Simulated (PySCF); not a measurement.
# Working with the constants of SiN

ROHF-CCSD(T) constants of SiN, ²Σ⁺ (doublet), unpaired electrons σ ↑ (Si cc-pV(D+d)Z, N cc-pVDZ; no relativity (PySCF 2.14); masses 27.9769 and 14.0031 u):

```
ωe              : 1092.7 cm⁻¹
ωexe            : 6.4 cm⁻¹
Be              : 0.70651 cm⁻¹
αe              : 0.00554 cm⁻¹
D (centrifugal) : 1.18e-06 cm⁻¹
De to Si + N    : 3.69 eV
```

(1) Give the vibrational terms G(v) and spacings up to v = 6.

(2) How well does the Morse estimate ωe²/(4ωexe) reproduce De, and what is D0?

Correlated steps freeze 6 core orbitals. Correlated levels converge slowly with the basis: in double zeta they bind strong bonds too weakly, by up to about 1 eV, and carry superposition errors of some tenths. The CCSD T1 diagnostic is raised, a sign that a single reference may not be enough here. The state is the lowest determinant that a PBE0 search found; another state may lie lower at other levels.

## Answers

(1) G(v) = ωe(v+½) − ωexe(v+½)².

| v | G(v) (cm⁻¹) | G(v) − G(v−1) | Bv (cm⁻¹) |
| --- | --- | --- | --- |
| 0 | 544.8 |  | 0.7037 |
| 1 | 1624.7 | 1079.9 | 0.6982 |
| 2 | 2691.8 | 1067.1 | 0.6927 |
| 3 | 3746.1 | 1054.3 | 0.6871 |
| 4 | 4787.6 | 1041.5 | 0.6816 |
| 5 | 5816.2 | 1028.7 | 0.6760 |
| 6 | 6832.2 | 1015.9 | 0.6705 |

(2) It gives 5.78 eV, 157 % of the computed De. D0 = De − G(0) = 3.69 − 0.07 = 3.62 eV.
